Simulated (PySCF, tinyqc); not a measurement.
CIS on RHF in the sto-3g basis, frozen core, for CH2, spin multiplicity 1, step by step. The lowest restricted solution is unstable here: a spin-polarised one lies 0.0306 hartree lower (PySCF). One step of it, computed by the program tinyqc.

Question. CIS matrix, singlets. A(ia,jb) = (e_a - e_i) d_ij d_ab + 2 (ia|jb) - (ij|ab).

orbital energies (hartree): MO1 -11.005957, MO2 -0.758547, MO3 -0.463457, MO4 -0.280704, MO5 0.236416, MO6 0.457080, MO7 0.581977

Two-electron integrals over orbitals (pq|rs), unique and non-zero (hartree); the lowest 1 orbital is frozen and left out:
```
(22|22) 0.527513    (32|32) 0.132053    (33|22) 0.482829    (33|33) 0.491241
(42|22) 0.007203    (42|33) 0.019992    (42|42) 0.085909    (43|32) 0.033561
(43|43) 0.039568    (44|22) 0.497299    (44|33) 0.443479    (44|42) -0.090114
(44|44) 0.622712    (52|52) 0.094586    (53|53) 0.017661    (54|52) -0.039665
(54|54) 0.047478    (55|22) 0.543646    (55|33) 0.457150    (55|42) -0.057758
(55|44) 0.564591    (55|55) 0.672833    (62|22) 0.086481    (62|33) 0.023553
(62|42) 0.001572    (62|44) 0.063188    (62|55) 0.122377    (62|62) 0.093829
(63|32) -0.067654   (63|43) -0.039655   (63|63) 0.089094    (64|22) 0.045946
(64|33) 0.002725    (64|42) -0.021221   (64|44) 0.074600    (64|55) 0.071403
(64|62) 0.055426    (64|64) 0.049133    (65|52) 0.051295    (65|54) -0.007753
(65|65) 0.037939    (66|22) 0.503529    (66|33) 0.483093    (66|42) 0.051566
(66|44) 0.442303    (66|55) 0.480264    (66|62) 0.060028    (66|64) 0.020827
(66|66) 0.538853    (72|32) 0.012532    (72|43) -0.032002   (72|63) 0.043215
(72|72) 0.057232    (73|22) 0.075037    (73|33) 0.025672    (73|42) -0.061020
(73|44) 0.115712    (73|55) 0.135948    (73|62) 0.073908    (73|64) 0.058422
(73|66) 0.009953    (73|73) 0.121415    (74|32) -0.070985   (74|43) -0.002853
(74|63) 0.047353    (74|72) -0.009698   (74|74) 0.062642    (75|53) 0.018426
(75|75) 0.023044    (76|32) 0.104592    (76|43) 0.047676    (76|63) -0.078934
(76|72) -0.018031   (76|74) -0.053922   (76|76) 0.110506    (77|22) 0.504198
(77|33) 0.495045    (77|42) -0.017415   (77|44) 0.506350    (77|55) 0.516068
(77|62) 0.045113    (77|64) 0.022117    (77|66) 0.492658    (77|73) 0.070510
(77|77) 0.540526
```

Give: CIS matrix A, singlet.

Answer.

CIS matrix A, singlet (hartree):
```
        2>5    2>6     2>7    3>5     3>6    3>7     4>5    4>6
2>5   0.640  0.000   0.000  0.000   0.000  0.000  -0.022  0.000
2>6   0.000  0.900   0.000  0.000   0.000  0.043   0.000  0.059
2>7   0.000  0.000   0.951  0.000  -0.018  0.000   0.000  0.000
3>5   0.000  0.000   0.000  0.278   0.000  0.000   0.000  0.000
3>6   0.000  0.000  -0.018  0.000   0.616  0.000   0.000  0.000
3>7   0.000  0.043   0.000  0.000   0.000  0.793   0.000  0.069
4>5  -0.022  0.000   0.000  0.000   0.000  0.000   0.047  0.000
4>6   0.000  0.059   0.000  0.000   0.000  0.069   0.000  0.394
4>7   0.000  0.000  -0.002  0.000   0.047  0.000   0.000  0.000

        4>7
2>5   0.000
2>6   0.000
2>7  -0.002
3>5   0.000
3>6   0.047
3>7   0.000
4>5   0.000
4>6   0.000
4>7   0.482
```
